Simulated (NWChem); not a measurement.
**Correlation energy of F**

```xyz
1

F      0.0000     0.0000     0.0000
```
Charge 0, spin multiplicity 2.

All runs are NWChem calculations.

Basis set: cc-pVQZ. Each correlation energy counts from its own Hartree-Fock reference.

The correlated methods keep 1 core orbital frozen. No SCF solution was tested for a lower state. Open-shell Hartree-Fock references start from PBE0 orbitals. Coupled-cluster values serve here as a point of comparison, not as the truth.

For the correlation energy, UMP2 gives -221.4 mHa and URI-MP2 gives -221.4 mHa. What do CCSD(T) on UHF, CCSD[T] on ROHF, SCS-UMP2 give?

CCSD(T) on UHF: -236.5 mHa; CCSD[T] on ROHF: -241.5 mHa; SCS-UMP2: -220.8 mHa.
